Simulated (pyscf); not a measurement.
Structures and frequencies: ωB97X-D3(BJ)/def2-SVP in PySCF.

Task: PBE/def2-TZVP puts the barrier of `[CH3][B]([F])[F]` + `[H][H]` -> `[F][BH][F]` + `[CH4]` (four-centre exchange; singlet surface; B–C, H–H broken, B–H, C–H formed) at 39.9 kcal/mol and the reaction energy at -2.8 kcal/mol, from the separated reactants. What do r²SCAN/def2-TZVP, PBE0-D3(BJ)/def2-TZVP, ωB97M-D3(BJ)/def2-TZVP give on the same structures?

Result: r²SCAN: ΔE‡ = 42.5 kcal/mol, ΔE = -2.1 kcal/mol; PBE0-D3(BJ): ΔE‡ = 41.9 kcal/mol, ΔE = -2.7 kcal/mol; ωB97M-D3(BJ): ΔE‡ = 47.1 kcal/mol, ΔE = -3.1 kcal/mol. PBE's barrier lies under all of them, by 2.0 to 7.2 kcal/mol. Its reaction energy lies among theirs. At the saddle there is also a short B–H contact that neither side keeps. This is the saddle that the search found; another between the same sides may lie lower.
